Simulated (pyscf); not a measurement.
H₃Ge–O–SnH₃ (SMILES [GeH3][O][SnH3]) + HF (SMILES F) → F–GeH₃ (SMILES [F][GeH3]) + HO–SnH₃ (SMILES [OH][SnH3]), a four-centre exchange (singlet surface; Ge–O, F–H broken, F–Ge, H–O formed). Single points on ωB97X-D3(BJ)/def2-SVP structures (PySCF, gas phase). Energies in eV from the separated reactants.

Small-basis levels: PySCF, no dispersion term, spherical d functions. AM1 to PM7: differences of heats of formation from MOPAC. GFN2-xTB: tblite. Cost: rough CPU time at the saddle relative to B3LYP/6-31G*+LANL2DZ, from one job on a shared machine.

```csv
level,barrier,reaction energy,cost
HF/6-31G*+LANL2DZ,0.61,-0.44,0.1
MP2/6-31G*+LANL2DZ,0.17,-0.38,0.2
PBE/6-31G*+LANL2DZ,-0.20,-0.53,2
B3LYP/LANL2DZ,-0.10,-0.31,0.9
B3LYP/6-31G*+LANL2DZ,0.02,-0.54,1
M06-2X/6-31G*+LANL2DZ,0.05,-0.35,2
B3LYP/6-311+G**+LANL2DZ,0.31,-0.24,2
B3LYP/def2-SVP,___,-0.43,2
GFN2-xTB,___,-0.93,under 0.02
AM1,1.39,+0.24,under 0.02
PM3,2.08,+0.23,under 0.02
PM7,1.43,+0.67,under 0.02
ωB97M-D3(BJ)/def2-TZVP,___,-0.31,–
```

Task: Complete the blanks.

Result: 
- B3LYP/def2-SVP, barrier: 0.11
- GFN2-xTB, barrier: -0.26
- ωB97M-D3(BJ)/def2-TZVP, barrier: 0.32

Against the last row the barrier runs from -0.58 (GFN2-xTB) to +1.76 eV (PM3). At PBE/6-31G*+LANL2DZ, B3LYP/LANL2DZ, GFN2-xTB this geometry lies under one side, so the entry may be no barrier of that level: it is a single point on another level's saddle. ωB97M-D3(BJ)/def2-TZVP has limits of its own. On the reactant side the descent ends in a bound adduct (not fully relaxed), 0.50 eV under the separated species and 0.82 eV under the saddle at ωB97X-D3(BJ)/def2-TZVP. On the product side the descent ends in a complex (not fully relaxed), 0.26 eV under the separated species and 0.80 eV under the saddle at ωB97X-D3(BJ)/def2-TZVP. This is the saddle that the search found; another between the same sides may lie lower. In the def2 sets elements up to Kr have no core potential. Elements past Kr carry the def2 core potentials, without spin-orbit coupling.
